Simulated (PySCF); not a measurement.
# Working with the constants of OF

UHF-CCSD(T) constants of OF, ²Π (doublet), unpaired electrons π ↑ (O aug-cc-pVDZ, F aug-cc-pVDZ; no relativity (PySCF 2.14); masses 15.9949 and 18.9984 u):

| Property | Result |
| --- | --- |
| ωe | 1012.3 cm⁻¹ |
| ωexe | 10.1 cm⁻¹ |
| Be | 1.025 cm⁻¹ |
| αe | 0.0128 cm⁻¹ |
| D (centrifugal) | 4.2e-06 cm⁻¹ |
| De to O + F | 1.82 eV |

Task: Give the vibrational terms G(v) and spacings up to v = 6.

Result: G(v) = ωe(v+½) − ωexe(v+½)².

```
v  G(v) (cm⁻¹)  G(v) − G(v−1)  Bv (cm⁻¹)
0          504                     1.019
1         1496            992      1.006
2         2468            972      0.993
3         3419            952      0.980
4         4351            932      0.967
5         5262            911      0.955
6         6153            891      0.942
```

Task: How well does the Morse estimate ωe²/(4ωexe) reproduce De, and what is D0?

Result: It gives 3.14 eV, 173 % of the computed De. D0 = De − G(0) = 1.82 − 0.06 = 1.76 eV.

Correlated steps freeze 2 core orbitals. Correlated levels converge slowly with the basis: in double zeta they bind strong bonds too weakly, by up to about 1 eV, and carry superposition errors of some tenths. The state was picked by a PBE0 search and need not be the measured ground state.
